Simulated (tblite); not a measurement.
Compound: C4H3S2 (doublet state).
Z-matrix (Å and degrees, GFN2-xTB geometry), rows numbered from 1:
```
S 
C   1  1.7557
C   2  1.3664  1  126.06
C   3  1.3970  2  109.34  1   179.97
C   4  1.3229  3  119.06  2    -0.04
S   2  1.7457  1  121.23  3   179.97
H   1  1.3312  2   95.33  3   179.86
H   3  1.0726  2  124.39  1    -0.09
H   5  1.0680  4  132.73  3  -179.98
```

Computed geometry: GFN2-xTB, gas phase. This method treats the open shell by occupation alone, without spin polarisation.

Take the most abundant isotopes and a rigid rotor. The values belong to one conformer with, in the numbering `[SH:1][c:2]1[cH:3][c:4][cH:5][s:6]1`, H–S1–C2–C3 180°.

What are A, B and C (cm⁻¹)?

Ia = 91.31, Ib = 262.35, Ic = 353.66 u·Å²; 505379 MHz·u·Å²/I gives 5535, 1926 and 1429 MHz, that is A = 0.18462, B = 0.06426, C = 0.04767 cm⁻¹.

What kind of rotor is it?

An asymmetric top. Ray's parameter κ = (2B − A − C)/(A − C) = -0.758; −1 is the prolate and +1 the oblate limit.

What does the inertial defect say?

Planar: Δ = Ic − Ia − Ib = 0.00 u·Å². For a rigid frame Δ = −2 Σ m c², so it vanishes when all atoms lie in the ab plane; here none is more than 0.01 Å from it.

Give the coordinates in the principal-axis frame, origin at the centre of mass.

The sense of each axis is arbitrary; atoms in the order of the calculation.
| atom | mass (u) | a (Å) | b (Å) | c (Å) |
| --- | --- | --- | --- | --- |
| S1 | 31.972 | 2.116 | 0.035 | 0.000 |
| C2 | 12.000 | 0.374 | 0.248 | 0.000 |
| C3 | 12.000 | -0.291 | 1.442 | 0.000 |
| C4 | 12.000 | -1.668 | 1.205 | 0.000 |
| C5 | 12.000 | -2.105 | -0.044 | -0.001 |
| S6 | 31.972 | -0.706 | -1.125 | 0.000 |
| H7 | 1.008 | 2.078 | -1.296 | 0.003 |
| H8 | 1.008 | 0.188 | 2.401 | 0.001 |
| H9 | 1.008 | -3.085 | -0.468 | -0.001 |

For this open shell read J as N, the rotation without spin; fine and hyperfine splittings come on top. Its GFN2-xTB frequencies are all real (lowest 135 cm⁻¹). These are rigid-rotor constants of the computed structure; measured ground-state constants (B0) also hold zero-point vibration.
